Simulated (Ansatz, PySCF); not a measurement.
HN, SMILES [NH], multiplicity 3. Atoms are numbered in the order given.

```xyz
2

N      0.0000     0.0000    -0.1355
H      0.0000     0.0000     0.9036
```
Charge 0, spin multiplicity 3.

Coordinates come from a PBE0-D3(BJ)/def2-TZVPD optimisation.

Two levels are set side by side: PBE-D3(BJ)/def2-TZVPD (Ansatz, a quantum-chemistry and plane-wave program) and PBE0-D3(BJ)/def2-TZVPD (Ansatz). Each level has its own optimised geometry; the coordinates shown are those of the second. Frequencies come from the Hessian of PySCF at each geometry. Differences are taken from unrounded values.

```json
[
 {"quantity": "bond N1–H2 (Å)", "PBE0-D3(BJ)": "1.039"},
 {"quantity": "highest harmonic wavenumber (cm⁻¹)", "PBE0-D3(BJ)": "3305"},
 {"quantity": "mean harmonic wavenumber (cm⁻¹)", "PBE0-D3(BJ)": "3305"},
 {"quantity": "zero-point energy (kcal/mol)", "PBE0-D3(BJ)": "4.73"}
]
```

Q: What does PBE-D3(BJ) give, and how far is it from PBE0-D3(BJ)? (The exact figures need the calculation; the answer reports its results.)

A: 
| quantity | PBE-D3(BJ) | PBE-D3(BJ) minus PBE0-D3(BJ) |
|---|---|---|
| bond N1–H2 (Å) | 1.051 | 0.012 |
| highest harmonic wavenumber (cm⁻¹) | 3168 | -138 |
| mean harmonic wavenumber (cm⁻¹) | 3168 | -138 |
| zero-point energy (kcal/mol) | 4.53 | -0.20 |
